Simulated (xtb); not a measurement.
# GFN2-xTB run of C2H3O+ (SMILES CC#[O+])

Wanted: energy and forces of C2H3O+. 

The calculation is run with xtb 6.7.1.

2 further runs of the same task are left out: 2 set aside as unsound or not needed.

### Step 1. The molecule

C2H3O+ has 6 atoms, charge +1, and is taken as a singlet. As SMILES, `CC#[O+]`. One bond was lengthened or shortened from a relaxed shape.

Bond lengths: C1–C2 1.418 Å, C2–O3 1.111 Å, C1–H4 1.098 Å, C1–H5 1.098 Å, C1–H6 1.263 Å. Angles: C1–C2–O3 180.0°, C2–C1–H4 108.3°, C2–C1–H5 108.3°, C2–C1–H6 108.3°, H4–C1–H5 110.6°, H4–C1–H6 110.6°, H5–C1–H6 110.6°.

### Step 2. Energy and forces at GFN2-xTB

Input file input.inp:

```
$chrg 1
$spin 0
$end
```

Input file struc.tmol:

```
$coord
     -0.627434426803      0.312742114721     -0.517323864973  c
      1.147585322058     -1.389901123567      0.545836052741  c
      2.538801695008     -2.722913931878      1.378638355864  o
     -0.158971320508      0.574847128207     -2.521567392751  h
     -2.521884866740     -0.508154913816     -0.311154744776  h
     -0.476399956018      2.383322588378      0.658569554432  h
$end
```

Started as:

```
$ xtb struc.tmol --json --grad --gfn 2 -I input.inp > xtb.out
```

**Question.** What will come out? Wanted: total energy; HOMO energy; LUMO energy; HOMO–LUMO gap; dispersion energy; largest force on an atom; mean polarisability.

Answer, from the run:

Level: GFN2-xTB.

| quantity | value |
| --- | --- |
| total energy | -9.35485 Eh |
| HOMO energy | -20.24 eV |
| LUMO energy | -14.59 eV |
| HOMO–LUMO gap | 5.64 eV |
| dispersion energy | -3.14 kJ/mol |
| largest force on an atom | 3.027 eV/Å |
| mean polarisability (D4 model) | 24.4 bohr³ |
